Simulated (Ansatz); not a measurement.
System (SMILES): FOF.
Atoms: F1, O2, F3. Bonds: F1-O2, O2-F3.

Basis-set convergence of the harmonic zero-point energy at PBE0 with Ansatz (a program for electronic structure). Each level at its own minimum, finite differences of forces, unscaled; the reference is a large set that could be run, not a limit. All functions are spherical. The program fits the integrals of some runs and decomposes those of others, by size. No added dispersion term, no relativity. Reference: the value in def2-QZVPP, 3.60 kcal/mol. Deviations are taken from unrounded values.

| basis | functions | harmonic zero-point energy (kcal/mol) |
|---|---|---|
| cc-pVDZ | 42 | 3.47 |
| aug-cc-pVDZ | 69 | 3.55 |
| def2-SVP | 42 | 3.56 |
| def2-SVPD | 69 | 3.57 |
| pcseg-1 | 42 | 3.42 |
| aug-pcseg-1 | 69 | 3.50 |
| 6-311G** | 54 | 3.51 |
| 6-311+G** | 66 | 3.51 |
| cc-pVTZ | 90 | 3.61 |
| aug-cc-pVTZ | 138 | 3.61 |
| pcseg-2 | 90 | 3.60 |
| aug-pcseg-2 | 138 | 3.60 |
| def2-TZVPP | 93 | 3.61 |
| def2-TZVPPD | 120 | 3.60 |

What the diffuse functions change, pair by pair:
- cc-pVDZ to aug-cc-pVDZ: 27 more functions, deviation -0.13 to -0.05 kcal/mol
- def2-SVP to def2-SVPD: 27 more functions, deviation -0.04 to -0.03 kcal/mol
- pcseg-1 to aug-pcseg-1: 27 more functions, deviation -0.18 to -0.10 kcal/mol
- 6-311G** to 6-311+G**: 12 more functions, deviation -0.09 to -0.09 kcal/mol
- cc-pVTZ to aug-cc-pVTZ: 48 more functions, deviation 0.01 to 0.01 kcal/mol
- pcseg-2 to aug-pcseg-2: 48 more functions, deviation 0.00 to 0.00 kcal/mol
- def2-TZVPP to def2-TZVPPD: 27 more functions, deviation 0.01 to 0.00 kcal/mol

They bring the value nearer the reference by more than 0.01 kcal/mol in 2 of 7 pairs.
